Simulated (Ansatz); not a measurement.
Compare A (`N=CC=O`) with its isomer B (`COC#N`).

Calculated with Ansatz (gas phase, PBE0-D4/def2-TZVP geometries, no zero-point term in ΔE). CBS: MP2 limit from def2 TZ/QZ plus the TZ coupled-cluster correction, frozen cores. Functionals use def2-TZVPP. B3LYP here is the variant with VWN-RPA as its local correlation; programs differ in this. Each species was taken in one conformer, which may not be the lowest.

(1) Which isomer does CCSD(T)/CBS put lower? Give the gap. (An estimate is asked.)

(2) Give E(B) − E(A) in kcal/mol with HF/def2-TZVPP, CCSD/def2-TZVPP, B2PLYP, LDA (SPW92), r2SCAN-D4, B3LYP-D4, CCSD(T)/def2-TZVPP. (Estimate.)

(3) Does the order hold for the free energy at 298.15 K (harmonic terms from PBE0-D4)? (Best estimate.)

Largest T1 diagnostic: 0.015.

Answers

(1) The calculation gave: A, by 5.0 kcal/mol.

(2) Ansatz gave: HF/def2-TZVPP 1.6, CCSD/def2-TZVPP 3.7, B2PLYP 3.5, LDA (SPW92) 5.7, r2SCAN-D4 5.0, B3LYP-D4 5.1, CCSD(T)/def2-TZVPP 4.3. None reverses the order clearly.

(3) Ansatz gave: Yes: G(B) − G(A) = +5.0 kcal/mol, for one conformer each.

From PBE to PBE0 (25 % exact exchange), in def2-TZVPP and without D4, E(B) − E(A) moves by −0.9 kcal/mol. At CCSD(T), def2-SVP lies +1.0 kcal/mol from the extrapolated value and def2-TZVPP −0.7 kcal/mol.
